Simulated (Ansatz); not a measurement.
# C₂Cl₃N: small, medium and large basis sets

An exercise on one series of results from a longer session: the logs are not shown, and one member is left open.

The runs use Ansatz 0.2.0, Gaussian basis; one geometry, several basis sets.

Plan: PBE0-D4/def2-SVP; ωB97M-V/def2-SVP; PBE0-D4/def2-QZVPP; ωB97M-V/def2-QZVPP; CCSD(T)/cc-pV(D+d)Z; CCSD(T)/cc-pV(T+d)Z; CCSD(T)/cc-pV(Q+d)Z; the functionals' def2-TZVPP values are taken from earlier runs.

**The relaxed structure**

The geometry comes from an earlier relaxation with PBE0-D4 in a triple-zeta def2 set; it is a stationary point.

SMILES `N#CC(Cl)(Cl)Cl`, 6 atoms, charge 0, spin multiplicity 1.

Atoms are counted from 1 here; the program's logs count them from 0.

Bond lengths: N1–C2 1.149 Å, C2–C3 1.456 Å, C3–Cl4 1.767 Å, C3–Cl5 1.767 Å, C3–Cl6 1.767 Å. Angles: N1–C2–C3 180.0°, C2–C3–Cl4 108.7°, C2–C3–Cl5 108.7°, C2–C3–Cl6 108.7°, Cl4–C3–Cl5 110.2°, Cl4–C3–Cl6 110.2°, Cl5–C3–Cl6 110.2°.

Set-up of the first run:

in.yaml

```yaml
crystal:
  periodic: [false, false, false]
  atoms:
    - {symbol: N, position_ang: [1.287027, -1.465109, 1.041867]}
    - {symbol: C, position_ang: [0.618542, -0.703800, 0.500926]}
    - {symbol: C, position_ang: [-0.228856, 0.260503, -0.185260]}
    - {symbol: Cl, position_ang: [-1.579377, -0.601025, -0.930918]}
    - {symbol: Cl, position_ang: [0.730893, 1.079314, -1.422498]}
    - {symbol: Cl, position_ang: [-0.828229, 1.430107, 0.995892]}
basis:
  gaussian: {orbitals: def2-SVP}
hamiltonian: {xc: pbe0, dispersion: d4}
output: {orbitals: {seedname: orbitals}}
```

Launch:

```sh
ansatz run in.yaml --threads 2 --pin off --events-out ev --progress --plain --max-ram 22528MiB --backend cpu
```

Among the steps run: PBE0-D4 in def2-SVP; ωB97M-V in def2-SVP; PBE0-D4 in def2-QZVPP; ωB97M-V in def2-QZVPP.

One table of the session follows, with a row left open; its other results are not shown here.

It belongs to the step «Functionals by basis». 

```
functional       basis  HOMO (eV)
   PBE0-D4    def2-SVP      -9.32
   PBE0-D4  def2-TZVPP      -9.46
   PBE0-D4  def2-QZVPP      -9.49
   ωB97M-V    def2-SVP     -11.53
   ωB97M-V  def2-TZVPP     -11.73
   ωB97M-V  def2-QZVPP          ?
```

**Question.** Estimate the row for ωB97M-V, def2-QZVPP.

**Answer.** HOMO (eV): -11.77. In the column «HOMO (eV)» it is the lowest.
